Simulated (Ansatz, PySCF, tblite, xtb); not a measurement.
Breaking a bond: LiF, singlet.

GFN2-xTB, 300 K electronic temperature (tblite); GFN1-xTB (xtb); RCCSDTQ = CCSDTQ on RHF/def2-SVP, frozen core (Ansatz, a first-principles code); UKS-B3LYP/6-31G* = PySCF with unrestricted B3LYP/6-31G*, spherical d.

Energies are in kcal/mol, each relative to the lowest point of its own curve near equilibrium.

| R / Å | GFN2-xTB | GFN1-xTB | RCCSDTQ | UKS-B3LYP/6-31G* |
|---|---|---|---|---|
| 1.22 | 28.3 | 32.1 | 44.4 | 49.8 |
| 1.31 | 11.4 | 12.4 | 19.6 | 21.9 |
| 1.38 | 4.4 | 4.6 | 8.6 | 9.7 |
| 1.49 | 0.1 | 0.1 | 0.9 | 1.0 |
| 1.54 | 0.0 | 0.0 | 0.0 | 0.0 |
| 1.56 | 0.2 | 0.2 | 0.0 | 0.0 |
| 1.58 | 0.5 | 0.5 | 0.2 | 0.2 |
| 1.66 | 2.6 | 2.5 | 2.1 | 2.2 |
| 1.71 | 4.4 | 4.2 | 4.2 | 4.3 |
| 1.81 | 8.9 | 8.4 | 9.5 | 9.7 |
| 1.93 | 15.0 | 14.0 | 17.1 | 17.3 |
| 2.10 | 24.0 | 22.4 | 28.7 | 28.8 |
| 2.37 | 37.6 | 35.4 | 46.7 | 47.0 |
| 2.60 | 48.2 | 45.9 | 60.7 | 61.4 |
| 2.77 | 55.6 | 53.1 | 70.1 | 71.1 |
| 3.15 | 70.0 | 67.2 | 88.3 | 89.0 |
| 3.47 | — | 76.8 | 100.8 | 98.5 |
| 3.81 | — | — | 110.9 | 105.1 |
| 4.25 | — | — | — | 110.6 |
| 4.61 | — | — | — | 113.6 |
| 5.41 | — | — | — | 117.8 |
| 6.19 | — | — | — | 120.0 |

A dash means that the run gave no value there, or that the column was ended at a point which the program doubted or which failed a test of continuity chosen for this set; such a test can also cut sound points.

The T1 diagnostic of CCSD on the restricted reference of RCCSDTQ exceeds 0.045 at 3.15 to 6.19 Å. The unrestricted determinant behind UKS-B3LYP/6-31G* is spin-contaminated at 3.15 to 6.19 Å (<S²> up to 0.7, against 0.00 for a pure singlet).
